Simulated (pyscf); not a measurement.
H₃C–CH₂–SiH₃ + CH₃• -> H₃C–CH₂–CH₃ + SiH₃•, a substitution at C (doublet surface; C–Si broken, C–C formed). Single points on ωB97X-D3(BJ)/def2-SVP structures (PySCF, gas phase). Energies in kcal/mol from the separated reactants.

Small-basis levels: PySCF, no dispersion term, spherical d functions. Open shells are spin-unrestricted. 

Q: Quick HF/6-31G* single points give ΔE‡ = 63.5 kcal/mol and ΔE = -5.1 kcal/mol. What does ωB97M-D3(BJ)/def2-TZVP give, and how far is the quick result from it?

A: ωB97M-D3(BJ)/def2-TZVP gives ΔE‡ = 42.9 kcal/mol and ΔE = -6.5 kcal/mol. HF/6-31G* lies 20.6 kcal/mol over it in the barrier and 1.4 kcal/mol over it in the reaction energy, so on this step it does not hold to within 3.0 kcal/mol. ωB97M-D3(BJ)/def2-TZVP has limits of its own. The same reactants have a lower exit, to H₃C–CH₂–SiH₂• + CH₄ (barrier +8.4 kcal/mol at ωB97M-D3(BJ)/def2-TZVP, against +42.9 kcal/mol here). H₃C–CH₂–SiH₃ lies 12.8 kcal/mol over its isomer H₃C–SiH₂–CH₃ (electronic energy, ωB97M-D3(BJ)/def2-TZVP). This is the saddle that the search found; another between the same sides may lie lower. The angle at the attacked C is 164°.
